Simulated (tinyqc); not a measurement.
Inside a calculation. Method: Pariser-Parr-Pople SCF with singles CI, for the molecule C=CC=CC=C (SMILES; centres numbered as the heavy atoms are written). One step of it, computed by the program tinyqc.

Question. Iteration 2: Fock matrix. F_rr = H_rr + P_rr gamma_rr / 2 + sum_(s != r) P_ss gamma_rs; F_rs = H_rs - P_rs gamma_rs / 2; E = tr P (H + F) / 2 + core repulsion sum_(r<s) z_r z_s gamma_rs.

P after iteration 1:
```
           1C         2C         3C         4C         5C         6C
1C   0.521623   0.691276   0.026170  -0.309853   0.115011   0.176014
2C   0.691276   1.262420   0.489810  -0.252499   0.140662   0.115011
3C   0.026170   0.489810   1.215958   0.683324  -0.252499  -0.309853
4C  -0.309853  -0.252499   0.683324   1.215958   0.489810   0.026170
5C   0.115011   0.140662  -0.252499   0.489810   1.262420   0.691276
6C   0.176014   0.115011  -0.309853   0.026170   0.691276   0.521623
```

core matrix H (eV):
```
            1C          2C          3C          4C          5C          6C
1C  -32.800144   -2.390000    0.000000    0.000000    0.000000    0.000000
2C   -2.390000  -38.042633   -2.390000    0.000000    0.000000    0.000000
3C    0.000000   -2.390000  -40.413803   -2.390000    0.000000    0.000000
4C    0.000000    0.000000   -2.390000  -40.413803   -2.390000    0.000000
5C    0.000000    0.000000    0.000000   -2.390000  -38.042633   -2.390000
6C    0.000000    0.000000    0.000000    0.000000   -2.390000  -32.800144
```

repulsion gamma_rs (eV):
```
           1C         2C         3C         4C         5C         6C
1C  11.130000   7.554319   5.238816   3.670169   2.868553   2.308288
2C   7.554319  11.130000   7.551683   5.238816   3.669262   2.868553
3C   5.238816   7.551683  11.130000   7.554319   5.238816   3.670169
4C   3.670169   5.238816   7.554319  11.130000   7.551683   5.238816
5C   2.868553   3.669262   5.238816   7.551683  11.130000   7.554319
6C   2.308288   2.868553   3.670169   5.238816   7.554319  11.130000
```

Centres (angstrom, eV; a flat drawing with bonds scaled to 1.40 angstrom):
```
centre          x          y  core charge z          W   gamma_rr
1C      -3.045000  -0.196000              1  11.160000  11.130000
2C      -1.799000   0.442000              1  11.160000  11.130000
3C      -0.623000  -0.319000              1  11.160000  11.130000
4C       0.623000   0.319000              1  11.160000  11.130000
5C       1.799000  -0.442000              1  11.160000  11.130000
6C       3.045000   0.196000              1  11.160000  11.130000
```

Give: F; pi energy.

Answer.

F (eV):
```
         1C       2C       3C       4C       5C       6C
1C  -4.7023  -5.0011  -0.0685   0.5686  -0.1650  -0.2031
2C  -5.0011  -5.3956  -4.2394   0.6614  -0.2581  -0.1650
3C  -0.0685  -4.2394  -3.6672  -4.9710   0.6614   0.5686
4C   0.5686   0.6614  -4.9710  -3.6672  -4.2394  -0.0685
5C  -0.1650  -0.2581   0.6614  -4.2394  -5.3956  -5.0011
6C  -0.2031  -0.1650   0.5686  -0.0685  -5.0011  -4.7023
```

pi energy = -72.7662 eV
